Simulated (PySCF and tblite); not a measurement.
Values are calculated unless marked as measured or tabulated.
C₆H₁₀, numbered as in [CH2:1]1[CH2:2][C@H:3]2[CH2:4][C@H:5]2[CH2:6]1.

The ensemble was built from 60 distance-geometry starts (ETKDG, MMFF94s, GFN2-xTB) and rests on GFN2-xTB geometries. Free energies are PBE0-D3(BJ)/def2-TZVP (IEF-PCM, dichloromethane) single points with GFN2-xTB rigid-rotor and vibrational terms (modes under about 100 cm⁻¹ blended into free rotors). Symmetry numbers and mirror images are counted. Conformers within 3 kcal/mol (GFN2-xTB free energy) were kept, 10 at most. Codes: tblite and PySCF.

The 5-ring runs over atoms 1–2–3–5–6.

```csv
conformer,shape,symmetry,dipole D
1,"5-ring envelope (ring torsions -18, 0, 18, -28, 28°)",Cs,0.25
2,"5-ring envelope (ring torsions 17, 0, -17, 27, -27°)",Cs,0.23
```

Question: Which of these conformers is the most populated at 298.15 K, and with what share?

Answer: Conformer 2, about 100 %.

Question: Give the DFT energies and free energies relative to the lowest, and all weights.

Answer: 
```tsv
conformer	shape	E(DFT) kcal/mol	G(298.15 K) kcal/mol	weight %
1	5-ring envelope (ring torsions -18, 0, 18, -28, 28°)	3.49	3.31	0.4
2	5-ring envelope (ring torsions 17, 0, -17, 27, -27°)	0.00	0.00	99.6
```

Question: How does its share change from 220 K to 380 K?

Answer: From 100 % to 99 %; the mixing entropy goes from 0.01 to 0.14 cal/(mol K).
